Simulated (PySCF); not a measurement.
C2H2F2: calculation and literature

Numbering as in the mapped SMILES `[F:1]/[CH:2]=[CH:3]\[F:4]`. Hydrogens are named by the atom that carries them.

Published values to compare with: δ $^{19}$F F1/F4 -165.0 ppm (measured; G. Saielli, R. Bini, A. Bagno, Computational 19F NMR. 2. Organic compounds, RSC Adv. 2014, ESI (exp. from Berger-Braun-Kalinowski 1994 and Everett 1995)).
σ $^{19}$F F1/F4 370.7 ppm (CCSD(T)/13s9p4d3f; gas (isolated, no vibration); M. E. Harding, PhD thesis, Mainz 2008 (Harding, Lenhart, Auer, Gauss, JCP 2008, 128, 244111)). Coupling constants: $^{2}J$(C3,F1) 5.9 Hz, $^{3}J$(F1,F4) -18.7 Hz.

[PySCF 2.14: σ from GIAO-CAM-B3LYP/pcSseg-2; J: B3LYP/pcJ-1; PBE0-D3(BJ)/def2-SVP geometry; a single conformation; gas phase; no relativistic terms; rapidly exchanging positions averaged]

Task: What does the calculation give, and how does it compare?

Result: 
Reference values: measured (G. Saielli, R. Bini, A. Bagno, Computational 19F NMR. 2. Organic compounds, RSC Adv. 2014, ESI (exp. from Berger-Braun-Kalinowski 1994 and Everett 1995)).
```tsv
atoms	quantity	reference	computed
F1/F4	δ $^{19}$F vs CFCl3	-165.0	-159.3
```

Reference values: CCSD(T)/13s9p4d3f (gas (isolated, no vibration); M. E. Harding, PhD thesis, Mainz 2008 (Harding, Lenhart, Auer, Gauss, JCP 2008, 128, 244111)).
| atoms | quantity | reference | computed |
| --- | --- | --- | --- |
| F1/F4 | σ $^{19}$F | 370.7 | 345.3 |

Absolute shieldings are compared as such; zero-point and thermal motion, absent here, lowers them by some tenths of a ppm for H, a few ppm for C and up to about 10 ppm for F.

Computed shifts are σ(ref) − σ with the named reference compound (TMS for H and C) calculated as an isolated molecule at the same level.

Coupling constants in Hz:
```tsv
coupling	reference	computed	source
$^{2}J$(C3,F1)	5.9	6.7	measured; Jessen and Sauer, arXiv:2312.00705
$^{3}J$(F1,F4)	-18.7	1.6	measured; Jessen and Sauer, arXiv:2312.00705
```

4 of the 10 published NMR values on file for this molecule are compared. The rest: values from further sources, other calculations.
